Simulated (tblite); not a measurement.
Species: C₄H₈N (doublet state).
Numbering: `[CH2:1][CH2:2]/[N:3]=[CH:4]/[CH3:5]` (hydrogens: H6, H7 on C1; H8, H9 on C2; H10 on C4; H11, H12, H13 on C5)

Cartesian coordinates in Å at the GFN2-xTB level; atoms count from 1:
```
atom  x, y, z in Å
C1     2.2643    0.7720    0.0705
C2     1.3661   -0.3798    0.2628
N3     0.0165    0.0418    0.4811
C4    -0.9090   -0.3534   -0.2648
C5    -2.3161    0.0790   -0.0580
H6     3.2947    0.6093   -0.1743
H7     1.9021    1.7650    0.2367
H8     1.6677   -0.9396    1.1671
H9     1.4609   -1.0919   -0.5860
H10   -0.7406   -1.0440   -1.1090
H11   -2.3794    0.7548    0.7893
H12   -2.6842    0.5778   -0.9538
H13   -2.9475   -0.7905    0.1209
```

Computed with GFN2-xTB (tblite): harmonic, unscaled wavenumbers at the GFN2-xTB geometry, gas phase. Against measured fundamentals such values can be off by several per cent, at times by over 20. One conformer, not necessarily the lowest. Open shells enter through the occupations alone, without spin polarisation, and single modes of such species can be off by tens of per cent.

Harmonic wavenumbers (cm⁻¹): 75.4, 100.6, 165.2, 188.3, 278.5, 386.4, 438.3, 501.8, 846.7, 868.0, 907.4, 980.9, 1036.1, 1100.3, 1120.5, 1155.7, 1163.4, 1294.4, 1334.6, 1370.2, 1389.0, 1419.4, 1462.0, 1462.9, 1771.3, 2695.2, 2787.6, 2789.6, 3005.5, 3017.4, 3066.7, 3146.2, 3202.4.

A = 20161, B = 2400, C = 2305 MHz; mass 70.066 u (most abundant isotopes); point group C1, symmetry number 1; spin multiplicity 2.

Problem. What is the zero-point energy?

Solution. Half the sum of the wavenumbers: 23264 cm⁻¹ = 278.30 kJ/mol.

Problem. Give the ideal-gas entropy at 273.15 K and 1 bar in the rigid-rotor, harmonic-oscillator model (classical rotation).

Solution. Translation 160.03, rotation 105.47, vibration 65.89, spin (R ln 2) 5.76: S = 337.2 J/(mol K).

Problem. And Cp and H(273.15 K) − H(0)?

Solution. Cp = 101.18 J/(mol K), of which vibrations give 67.92 (their classical limit is 33 R = 274.4); H(273.15 K) − H(0) = 18.80 kJ/mol without the zero-point energy, 9.72 from vibrations.

Problem. How do the functions run with temperature in this model?

Solution. 
```csv
T (K),S (J/(mol K)),Cp (J/(mol K)),H − H(0) (kJ/mol),G − H(0) (kJ/mol),ln q(vib)
100,258.0,62.2,4.61,-21.18,0.87
200,308.4,84.8,12.01,-49.66,2.48
300,346.9,107.6,21.60,-82.48,4.07
500,413.1,154.2,47.92,-158.65,7.12
800,497.2,203.6,102.18,-295.61,11.52
1000,545.2,226.1,145.27,-399.95,14.29
```

q(vib) and H(0) count from the zero-point level.

Problem. Which modes carry the vibrational entropy at 273.15 K?

Solution. 75.4 cm⁻¹: 16.05; 100.6 cm⁻¹: 13.69; 165.2 cm⁻¹: 9.73; 188.3 cm⁻¹: 8.72; 278.5 cm⁻¹: 5.84; 386.4 cm⁻¹: 3.71 J/(mol K); the other 27 give 8.16 together.

Problem. What must be added to the electronic energy to get the Gibbs energy at 273.15 K and 1 bar?

Solution. ZPE + [H(273.15 K) − H(0)] − T·S = 278.30 + 18.80 − 92.09 = 205.01 kJ/mol.

Hindered rotation and anharmonicity are outside this model. Other conformers, if any are populated, would add a mixing term that is left out. The structure is chiral; the term R ln 2 for an equal mix with its mirror image is left out.
